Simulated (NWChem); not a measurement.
**One shape, several levels: [AlH4]− (SMILES [H][Al-]([H])([H])[H])**

We compute a comparison of 6 runs (HF/STO-3G, HF/3-21G, SVWN5/STO-3G, B3LYP/6-31G*, TPSS/pcseg-1, TPSSh/def2-SVPD) of [AlH4]−. 

The results are computed with NWChem 7.3.0.

## Step 1: The structure to begin with

The species is [AlH4]− (5 atoms), meant as a singlet with charge -1. SMILES: `[H][Al-]([H])([H])[H]`. The shape comes from GFN2-xTB, which is rough for such elements, and wasn't checked as a minimum.

Bond lengths: Al1–H2 1.627 Å, Al1–H3 1.628 Å, Al1–H4 1.628 Å, Al1–H5 1.628 Å. Angles: H2–Al1–H3 109.3°, H2–Al1–H4 109.4°, H2–Al1–H5 109.6°, H3–Al1–H4 109.3°, H3–Al1–H5 109.5°, H4–Al1–H5 109.6°.

## Step 2: Energy and forces at HF/STO-3G (run 1)

Input file alh4.nw:

```
start alh4
memory stack 880 mb heap 220 mb global 1100 mb
charge -1

geometry units angstrom noautosym nocenter noautoz
  Al      -0.001450      -0.001080      -0.000010
  H        0.012860      -0.019320       1.627070
  H        1.530040       0.013000      -0.552880
  H       -0.773910       1.334120      -0.520140
  H       -0.767540      -1.326720      -0.554050
end

basis "ao basis" spherical bse
  * library STO-3G
end

scf
  nopen 0
  rhf
  thresh 1e-08
  maxiter 80
end

task scf gradient
```

Run with:

```console
nwchem alh4.nw > alh4.out
```

Log:

```text
[...]
  functions       =    13
[...]
  wavefunction    = RHF
[...]
         Total SCF energy =   -241.147083956704
      One-electron energy =   -378.418058368222
      Two-electron energy =    119.173246818048
 Nuclear repulsion energy =     18.097727593471
        Time for solution =      0.1s
[...]
                         RHF ENERGY GRADIENTS
    atom               coordinates                        gradient
                 x          y          z           x          y          z
   1 Al     -0.002740  -0.002041  -0.000019   -0.000686  -0.000436   0.000149
   2 H       0.024302  -0.036510   3.074716    0.000556  -0.000344   0.043225
   3 H       2.891356   0.024566  -1.044792    0.040922   0.000550  -0.014687
   4 H      -1.462478   2.521121  -0.982922   -0.020373   0.035744  -0.013834
   5 H      -1.450440  -2.507137  -1.047003   -0.020419  -0.035514  -0.014852
[...]
```

Run time: 0.66 s. Hardware: 1 thread of AMD EPYC 9R45 (Zen 5), shared host; peak memory 0.099 GiB.

## Step 3: Energy and forces at HF/3-21G (run 2)

Input file run.py:

```python
from ase import Atoms
from ase.calculators.nwchem import NWChem

atoms = Atoms(['Al', 'H', 'H', 'H', 'H'], positions=[
    [-0.001450, -0.001080, -0.000010],
    [0.012860, -0.019320, 1.627070],
    [1.530040, 0.013000, -0.552880],
    [-0.773910, 1.334120, -0.520140],
    [-0.767540, -1.326720, -0.554050],
])

calc = NWChem(
    label='input',
    theory='scf',
    memory='2200 mb',
    basis='3-21G',
    basispar='spherical bse',
    charge=-1,
    scf={'nopen': '0', 'rhf': None, 'thresh': '1e-08', 'maxiter': '80'},
)
atoms.calc = calc

forces = atoms.get_forces()
print("Total energy (eV):", round(atoms.get_potential_energy(), 6))
print("forces (eV/A):")
for s, f in zip(atoms.symbols, forces):
    print(f"{s:2s} {f[0]:10.5f} {f[1]:10.5f} {f[2]:10.5f}")
print("dipole (e A):", atoms.get_dipole_moment().round(4))
```

Run with:

```console
export ASE_NWCHEM_COMMAND="nwchem PREFIX.nwi > PREFIX.nwo"
python run.py
```

Log:

```text
Total energy (eV): -6609.000584
forces (eV/A):
Al    0.01527    0.00735   -0.00812
H    -0.00211   -0.01003    0.45694
H     0.41894   -0.00221   -0.15427
H    -0.22111    0.36371   -0.14491
H    -0.21098   -0.35877   -0.14969
dipole (e A): [-0.0021 -0.0015  0.0001]
```

The calculator wrote input.nwi:

```
title "input"

permanent_dir input

scratch_dir input

start input

geometry units angstrom nocenter noautosym noautoz
  Al -1.4499999999999999e-03 -1.0800000000000000e-03 -1.0000000000000001e-05
  H  1.2860000000000000e-02 -1.9320000000000000e-02 1.6270700000000000e+00
  H  1.5300400000000001e+00 1.2999999999999999e-02 -5.5288000000000004e-01
  H  -7.7390999999999999e-01 1.3341200000000000e+00 -5.2014000000000005e-01
  H  -7.6754000000000000e-01 -1.3267199999999999e+00 -5.5405000000000004e-01
end

charge -1

memory 2200 mb

basis spherical bse noprint
   * library 3-21G
end

scf
  nopen 0
  rhf
  thresh 1e-08
  maxiter 80
end

task scf gradient
```

input.nwo:

```text
Northwest Computational Chemistry Package (NWChem) 7.3.0
             --------------------------------------------------------

           Job information
           ---------------

    nwchem branch   = 7.3.0
    use scalapack   = T
    input           = input.nwi
    prefix          = input.
    data base       = input/input.db
    status          = startup
    nproc           =        1

           Memory information
           ------------------

    heap     =     72089600 doubles =      550.0 Mbytes
    stack    =     72089597 doubles =      550.0 Mbytes
    global   =    144179200 doubles =     1100.0 Mbytes (distinct from heap & stack)
    total    =    288358397 doubles =     2200.0 Mbytes
    verify   = yes
    hardfail = no

[... 127 lines left out ...]
 Convergence threshold     :          1.000E-08
[... 13 lines left out ...]
       Final RHF  results
[... 3 lines left out ...]
      One-electron energy =   -377.875265800611
[... 1 line left out ...]
 Nuclear repulsion energy =     18.097727593471
[... 27 lines left out ...]
                       ROHF Final Molecular Orbital Analysis
[... 183 lines left out ...]
    atom               coordinates                        gradient
                 x          y          z           x          y          z
   1 Al     -0.002740  -0.002041  -0.000019   -0.000297  -0.000143   0.000158
   2 H       0.024302  -0.036510   3.074716    0.000041   0.000195  -0.008886
   3 H       2.891356   0.024566  -1.044792   -0.008147   0.000043   0.003000
   4 H      -1.462478   2.521121  -0.982922    0.004300  -0.007073   0.002818
   5 H      -1.450440  -2.507137  -1.047003    0.004103   0.006977   0.002911

                 ----------------------------------------
                 |  Time  |  1-e(secs)   |  2-e(secs)   |
                 ----------------------------------------
                 |  CPU   |       0.00   |       0.02   |
                 ----------------------------------------
                 |  WALL  |       0.00   |       0.02   |
                 ----------------------------------------

 Task  times  cpu:        0.2s     wall:        0.2s
 Total times  cpu:        0.2s     wall:        0.2s
```

Run time: 1.1 s. Hardware: 1 thread of AMD EPYC 9R45 (Zen 5), shared host; peak memory 0.099 GiB.

Run 3 isn't shown in full; the table further down has it.

## Step 4: Energy and gradient at B3LYP/6-31G(d) (spherical functions) (run 4)

Input file alh4.nw:

```
start alh4
title "AlH4 gradient"
memory total 2200 mb
charge -1

geometry units angstrom noautosym nocenter noautoz
   Al      -0.001450      -0.001080      -0.000010
   H        0.012860      -0.019320       1.627070
   H        1.530040       0.013000      -0.552880
   H       -0.773910       1.334120      -0.520140
   H       -0.767540      -1.326720      -0.554050
end

basis spherical bse
   * library 6-31G*
end

dft
   xc b3lyp
   grid xfine
   convergence energy 1e-08
   iterations 100
   mulliken
end

task dft gradient
```

Run with:

```console
nwchem alh4.nw > alh4.out
```

Log:

```text
[...]
          Wavefunction type:  closed shell.
          No. of atoms     :     5
          No. of electrons :    18
[...]
          Charge           :    -1
          Spin multiplicity:     1
[...]
          AO basis - number of functions:    26
[...]
              XC Information
              --------------
                         B3LYP Method XC Potential
                     Hartree-Fock (Exact) Exchange  0.200
                        Slater Exchange Functional  0.800 local
                    Becke 1988 Exchange Functional  0.720 non-local
              Lee-Yang-Parr Correlation Functional  0.810
                  VWN I RPA Correlation Functional  0.190 local
[...]
 d= 0,ls=0.0,diis     1   -244.7591071318 -2.63D+02  4.89D-02  5.78D-01     0.5
[...]
 d= 0,ls=0.0,diis     7   -244.8493052447 -4.84D-11  7.44D-08  1.91D-12     2.6
         Total DFT energy =     -244.849305244694
      One electron energy =     -379.549956792033
           Coulomb energy =      136.943211283378
    Exchange-Corr. energy =      -20.340287329510
 Nuclear repulsion energy =       18.097727593471
[...]
      Total Density - Mulliken Population Analysis
     ---------------------------------------------
    Atom       Charge   Shell Charges
 -----------   ------   -------------------------------------------------------
    1 Al  13    13.14   2.00  2.00  5.96  0.75  1.29  0.34  0.67  0.14
    2 H    1     1.21   0.49  0.72
    3 H    1     1.21   0.49  0.72
    4 H    1     1.21   0.49  0.72
    5 H    1     1.21   0.49  0.72
[...]
  wavefunction    = closed shell
                         DFT ENERGY GRADIENTS
    atom               coordinates                        gradient
                 x          y          z           x          y          z
   1 Al     -0.002740  -0.002041  -0.000019   -0.000265  -0.000125   0.000145
   2 H       0.024302  -0.036510   3.074716    0.000058   0.000133  -0.004754
   3 H       2.891356   0.024566  -1.044792   -0.004277   0.000059   0.001593
   4 H      -1.462478   2.521121  -0.982922    0.002320  -0.003710   0.001497
   5 H      -1.450440  -2.507137  -1.047003    0.002164   0.003642   0.001518
[...]
```

Wall time 3.9 s (1 thread of AMD EPYC 9R45 (Zen 5), shared host); peak memory 0.12 GiB.

Run 5 isn't shown in full; the table further down has it.

## Step 5: Energy and forces at TPSSh/def2-SVPD (run 6)

Input file alh4.nw:

```
start alh4
memory stack 880 mb heap 220 mb global 1100 mb
charge -1

geometry units angstrom noautosym nocenter noautoz
  Al      -0.001450      -0.001080      -0.000010
  H        0.012860      -0.019320       1.627070
  H        1.530040       0.013000      -0.552880
  H       -0.773910       1.334120      -0.520140
  H       -0.767540      -1.326720      -0.554050
end

basis spherical bse
  * library def2-SVPD
end

dft
  xc xctpssh
  mult 1
  grid xfine
  convergence energy 1e-08
  maxiter 100
  mulliken
end

task dft gradient
```

Run with:

```console
nwchem alh4.nw > alh4.out
```

Log:

```text
[...]
          Wavefunction type:  closed shell.
          No. of atoms     :     5
          No. of electrons :    18
[...]
          Charge           :    -1
          Spin multiplicity:     1
[...]
          AO basis - number of functions:    56
[...]
              XC Information
              --------------
                  TPSS hybrid Method XC Functional
                     Hartree-Fock (Exact) Exchange  0.100
                  TPSS metaGGA Exchange Functional  0.900
             TPSS03 metaGGA Correlation Functional  1.000
[...]
 d= 0,ls=0.0,diis     1   -244.6790217150 -2.63D+02  3.04D-02  9.85D-01     1.1
[...]
 d= 0,ls=0.0,diis     6   -244.7928540753 -8.14D-09  9.76D-07  9.97D-10     5.5
         Total DFT energy =     -244.792854075287
      One electron energy =     -379.388790284997
           Coulomb energy =      136.817889896921
    Exchange-Corr. energy =      -20.319681280682
 Nuclear repulsion energy =       18.097727593471
[...]
      Total Density - Mulliken Population Analysis
     ---------------------------------------------
    Atom       Charge   Shell Charges
 -----------   ------   -------------------------------------------------------
    1 Al  13    13.33   2.00  1.98  0.92  0.16  0.09  5.92  0.93  1.12  0.14  0.08
    2 H    1     1.17   0.73  0.44  0.00 -0.01
    3 H    1     1.17   0.73  0.44  0.00 -0.01
    4 H    1     1.17   0.73  0.44  0.00 -0.01
    5 H    1     1.17   0.73  0.44  0.00 -0.01
[...]
  wavefunction    = closed shell
                         DFT ENERGY GRADIENTS
    atom               coordinates                        gradient
                 x          y          z           x          y          z
   1 Al     -0.002740  -0.002041  -0.000019   -0.000263  -0.000125   0.000144
   2 H       0.024302  -0.036510   3.074716    0.000064   0.000124  -0.003911
   3 H       2.891356   0.024566  -1.044792   -0.003488   0.000066   0.001308
   4 H      -1.462478   2.521121  -0.982922    0.001920  -0.003019   0.001228
   5 H      -1.450440  -2.507137  -1.047003    0.001766   0.002954   0.001231
[...]
```

It took 8.4 s on 1 thread of AMD EPYC 9R45 (Zen 5), shared host; peak memory 0.13 GiB.

## Step 6: The series

| run | level | iteration cap | module | energy (Eh) | HOMO energy (eV) | LUMO energy (eV) | HOMO–LUMO gap (eV) | wall time |
| --- | --- | --- | --- | --- | --- | --- | --- | --- |
| 1 | HF/STO-3G | 80 | scf | -241.147084 | -1.38 | 22.03 | 23.41 | 0.66 s |
| 2 | HF/3-21G | 80 | scf | -242.876294 | -5.07 | 9.76 | 14.83 | 1.1 s |
| 3 | SVWN5/STO-3G | 100 | dft | -240.591342 | 3.91 | 16.22 | 12.31 | 1.4 s |
| 4 | B3LYP/6-31G* (spherical functions) | 100 | dft | -244.849305 | -1.86 | 6.60 | 8.46 | 3.9 s |
| 5 | TPSS/pcseg-1 | 100 | dft | -244.864567 | -1.24 | 5.48 | 6.71 | 6.3 s |
| 6 | TPSSh/def2-SVPD | 100 | dft | -244.792854 | -1.72 | 4.14 | 5.86 | 8.4 s |

## Step 7: What came out

| quantity | value |
| --- | --- |
| run 6: total energy | -244.79285 Eh |
| run 6: HOMO energy | -1.72 eV |
| run 6: LUMO energy | 4.14 eV |
| run 6: HOMO–LUMO gap (to an unbound level, set by the basis) | 5.86 eV |
| run 6: largest force on an atom | 0.201 eV/Å |

**Reading.** The HOMO–LUMO gap runs from 5.86 eV (TPSSh/def2-SVPD) to 23.41 eV (HF/STO-3G). The two ends differ in method and basis. The empty levels of an anion lie above zero and hang on the basis. Totals of different functionals can't be ranked against each other. In run 3 the HOMO lies above zero, so the outermost electron may be held by the basis alone. In runs 1, 3 the basis is minimal, so the values are rough. All runs together took 22 s, the longest 8.4 s.
